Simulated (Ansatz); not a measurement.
What does this script print? It uses Ansatz 0.2.0 through its Python package.

The script reads `co2.xyz`:
```text
3

O     0.36737   -1.07949    0.08721
C     0.00017    0.00009    0.00010
O    -0.36754    1.07940   -0.08730
```

`md_co2.py`
```python
# -*- coding: utf-8 -*-
"""A short Born-Oppenheimer trajectory of CO2."""

from dataclasses import dataclass

import ansatz as az
import numpy as np


@dataclass(frozen=True)
class Settings:
    basis: str = "6-31G*"
    functional: str = "pbe"
    n_steps: int = 20
    temperature_k: int = 500


cfg = Settings()

molecule = az.Crystal.molecule_from_extxyz("co2.xyz")

calculation = molecule.calculation().basis(gaussian=cfg.basis).functional(cfg.functional)
symbols = [site.symbol for site in molecule.cartesian_sites]
start = np.array([site.position_ang for site in molecule.cartesian_sites], dtype=float)
report = calculation.relax(force_tolerance=0.02).run(threads=1, pin="off").report
end = np.array(report["positions_ang"])
minimum = az.Crystal.molecule()
for symbol, place in zip(symbols, end):
    minimum = minimum.atom(symbol, place.tolist())

# dynamics from the relaxed geometry
calculation = minimum.calculation()
calculation = calculation.basis(gaussian=cfg.basis)
calculation = calculation.functional(cfg.functional)
calculation = calculation.md("nve", timestep=2.0, steps=cfg.n_steps, temperature=cfg.temperature_k, initial_velocities="maxwell_boltzmann", seed=78)
frames = []
outcome = calculation.session().plan().execute(on_event=lambda e: frames.append(e["data"]) if e["event"] == "md_step" else None)
print("t (fs)   E_pot (eV)      E_kin (eV)   T (K)   d(0-1) (A)")
for f in frames[::1]:
    xyz = np.array(f["positions_ang"])
    print(f"{f['time_fs']:6.2f} {f['lagrangian_ev']:14.5f} {f['e_kin_ev']:10.5f} {f['temperature_k']:8.1f} {np.linalg.norm(xyz[0] - xyz[1]):9.4f}")
kept = np.array([f["conserved_ev"] for f in frames])
print(f"conserved energy moves by at most {1000 * np.ptp(kept):.3f} meV")
```

```console
$ python md_co2.py
t (fs)   E_pot (eV)      E_kin (eV)   T (K)   d(0-1) (A)
  0.00    -5126.45086    0.06463    500.0    1.1802
  2.00    -5126.43703    0.05287    409.0    1.1956
  4.00    -5126.42072    0.03766    291.4    1.2022
  6.00    -5126.41799    0.03338    258.3    1.1976
  8.00    -5126.40922    0.02477    191.6    1.1864
 10.00    -5126.39672    0.01397    108.0    1.1766
 12.00    -5126.40245    0.01856    143.6    1.1743
 14.00    -5126.41047    0.02467    190.8    1.1788
 16.00    -5126.39731    0.01387    107.3    1.1833
 18.00    -5126.39459    0.01215     94.0    1.1809
 20.00    -5126.41476    0.02949    228.1    1.1715
 22.00    -5126.42283    0.03861    298.7    1.1630
 24.00    -5126.42981    0.04649    359.7    1.1643
 26.00    -5126.44619    0.06042    467.4    1.1772
 28.00    -5126.44065    0.05534    428.1    1.1943
 30.00    -5126.41842    0.03555    275.1    1.2056
 32.00    -5126.41283    0.02952    228.4    1.2050
 34.00    -5126.41877    0.03371    260.8    1.1938
 36.00    -5126.41293    0.02869    222.0    1.1790
 38.00    -5126.40628    0.02308    178.5    1.1695
 40.00    -5126.41092    0.02563    198.3    1.1697
conserved energy moves by at most 3.783 meV
```

What to keep in mind:
- Total energies depend on the basis set; only differences at equal settings carry meaning.
- The trajectory is only some femtoseconds long, so its temperature is not equilibrated; where the script doesn't relax first, it starts from a rough generated geometry.
- The temperature counts the internal degrees of freedom alone.
- Finished in 12 s on 1 thread of Arm Neoverse V2, with other jobs on the host, peak memory 0.16 GiB.
